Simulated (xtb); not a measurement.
C$_{3}$H$_{9}$N, singlet, at a GFN2-xTB geometry of the parent state; GFN1-xTB run with xtb.

Here is a job for xtb.
```
$ xtb mol.xyz --gfn 1 --chrg 0 --uhf 0 --json

# file mol.xyz
13

C     -0.35994749     1.33972464     0.25749879
N     -0.00000000     0.00000000    -0.00000000
C      1.30503589    -0.44877053     0.29362609
C     -0.94508840    -0.89095411    -0.55112489
H      0.29490710     2.03132563    -0.28835847
H     -0.22048513     1.58398674     1.31862692
H     -1.39421123     1.53282426    -0.02045677
H      1.79431965    -0.84151593    -0.60718414
H      1.27892742    -1.28885482     0.99980125
H      1.91441449     0.35017434     0.71146941
H     -1.31613840    -0.51880136    -1.51493547
H     -0.52020326    -1.88299860    -0.69101265
H     -1.83153063    -0.96614026     0.09204992
```

Output, abridged:

```
   ID    Z sym.   atoms
    1    6 C      1, 3, 4
    2    7 N      2
    3    1 H      5-13

           -------------------------------------------------
          |                Calculation Setup                |
           -------------------------------------------------

           -------------------------------------------------
          |                 G F N 1 - x T B                 |
           -------------------------------------------------

          ...................................................
          :                      SETUP                      :
          :.................................................:
          :  # basis functions                  34          :
          :  # atomic orbitals                  34          :
          :  # shells                           26          :
          :  # electrons                        26          :
          :  # halogen bonds                     0          :
          :  max. iterations                   250          :
          :  Hamiltonian                  GFN1-xTB          :
          :  restarted?                      false          :
          :  GBSA solvation                  false          :
          :  PC potential                    false          :
          :  electronic temp.          300.0000000     K    :
          :  accuracy                    1.0000000          :
          :  -> integral cutoff          0.2500000E+02      :
          :  -> integral neglect         0.1000000E-07      :
          :  -> SCF convergence          0.1000000E-05 Eh   :
          :  -> wf. convergence          0.2000000E-04 e    :
          :  Broyden damping             0.4000000          :
          :  net charge                          0          :
          :  unpaired electrons                  0          :
          ...................................................

 iter      E             dE          RMSdq      gap      omega  full diag
   1    -14.5147391 -0.145147E+02  0.735E+00    5.31       0.0  T
   2    -14.5372309 -0.224918E-01  0.448E+00    5.81       1.0  T
   3    -14.5376085 -0.377601E-03  0.662E-01    5.96       1.0  T
   4    -14.5390854 -0.147692E-02  0.122E-01    5.86       1.0  T
   5    -14.5391616 -0.761160E-04  0.167E-03    5.88      16.6  T
   6    -14.5391616 -0.102338E-07  0.315E-04    5.88      88.0  T
   7    -14.5391616 -0.415906E-09  0.721E-05    5.88     384.7  T
   8    -14.5391616 -0.219256E-10  0.285E-05    5.88     974.6  T

   *** convergence criteria satisfied after 8 iterations ***

         :::::::::::::::::::::::::::::::::::::::::::::::::::::
         ::                     SUMMARY                     ::
         :::::::::::::::::::::::::::::::::::::::::::::::::::::
         :: total energy             -14.356711349148 Eh    ::
         :: gradient norm              0.048488175093 Eh/a0 ::
         :: HOMO-LUMO gap              5.882497405138 eV    ::
         ::.................................................::
         :: SCC energy               -14.539161561668 Eh    ::
         :: -> electrostatic           0.015924929261 Eh    ::
         :: repulsion energy           0.186099049394 Eh    ::
         :: dispersion energy         -0.003648836875 Eh    ::
         :: halogen bond corr.         0.000000000000 Eh    ::
         :: add. restraining           0.000000000000 Eh    ::
         :: total charge              -0.000000000000 e     ::
         :::::::::::::::::::::::::::::::::::::::::::::::::::::

           -------------------------------------------------
          |                Property Printout                |
           -------------------------------------------------

    * Orbital Energies and Occupations

         #    Occupation            Energy/Eh            Energy/eV
      -------------------------------------------------------------
         1        2.0000           -0.7523893             -20.4736
         2        2.0000           -0.6352184             -17.2852
         3        2.0000           -0.6352184             -17.2852
         4        2.0000           -0.5986691             -16.2906
         5        2.0000           -0.5498579             -14.9624
         6        2.0000           -0.5477104             -14.9040
         7        2.0000           -0.5477104             -14.9040
         8        2.0000           -0.5057046             -13.7609
         9        2.0000           -0.5057046             -13.7609
        10        2.0000           -0.4937335             -13.4352
        11        2.0000           -0.4870749             -13.2540
        12        2.0000           -0.4870749             -13.2540
        13        2.0000           -0.3428649              -9.3298 (HOMO)
        14                         -0.1266871              -3.4473 (LUMO)
        15                         -0.1243926              -3.3849
        16                         -0.1243926              -3.3849
        17                         -0.0691692              -1.8822
        18                         -0.0637138              -1.7337
        19                         -0.0637138              -1.7337
        20                         -0.0511499              -1.3919
        21                         -0.0511499              -1.3919
        22                         -0.0314427              -0.8556
        23                          0.1464816               3.9860
        24                          0.1464816               3.9860
       ...                                ...                  ...
        34                          0.4791720              13.0389
      -------------------------------------------------------------
                  HL-Gap            0.2161778 Eh            5.8825 eV
             Fermi-level           -0.2347760 Eh           -6.3886 eV

  Mulliken/CM5 charges         n(s)   n(p)   n(d)
     1C     0.07450 -0.00814   0.969  2.956  0.000
     2N    -0.36150 -0.66905   1.383  3.978  0.000
     3C     0.07450 -0.00814   0.969  2.956  0.000
     4C     0.07450 -0.00814   0.969  2.956  0.000
     5H     0.01073  0.07191   0.989  0.000  0.000
     6H     0.01073  0.07191   0.989  0.000  0.000
     7H     0.02454  0.08734   0.975  0.000  0.000
     8H     0.01073  0.07191   0.989  0.000  0.000
     9H     0.01073  0.07191   0.989  0.000  0.000
    10H     0.02454  0.08734   0.975  0.000  0.000
    11H     0.01073  0.07191   0.989  0.000  0.000
    12H     0.02454  0.08734   0.975  0.000  0.000
    13H     0.01073  0.07191   0.989  0.000  0.000

Wiberg/Mayer (AO) data.
largest (>0.10) Wiberg bond orders for each atom

 ---------------------------------------------------------------------------
     #   Z sym  total        # sym  WBO       # sym  WBO       # sym  WBO
 ---------------------------------------------------------------------------
     1   6 C    3.976 --     7 H    0.986     5 H    0.983     6 H    0.983
                             2 N    0.979
     2   7 N    3.025 --     1 C    0.979     3 C    0.979     4 C    0.979
     3   6 C    3.976 --    10 H    0.986     8 H    0.983     9 H    0.983
                             2 N    0.979
     4   6 C    3.976 --    12 H    0.986    11 H    0.983    13 H    0.983
                             2 N    0.979
     5   1 H    1.010 --     1 C    0.983
     6   1 H    1.010 --     1 C    0.983
     7   1 H    1.004 --     1 C    0.986
     8   1 H    1.010 --     3 C    0.983
     9   1 H    1.010 --     3 C    0.983
    10   1 H    1.004 --     3 C    0.986
    11   1 H    1.010 --     4 C    0.983
    12   1 H    1.004 --     4 C    0.986
    13   1 H    1.010 --     4 C    0.983
 ---------------------------------------------------------------------------

Topologies differ in total number of bonds
Writing topology from bond orders to xtbtopo.mol

 dipole moment from electron density (au)
     X       Y       Z
   0.0000  -0.0000  -0.0000  total (Debye):    0.000

           -------------------------------------------------
          | TOTAL ENERGY              -14.356711349148 Eh   |
          | GRADIENT NORM               0.048488175093 Eh/α |
          | HOMO-LUMO GAP               5.882497405138 eV   |
           -------------------------------------------------

normal termination of xtb
```
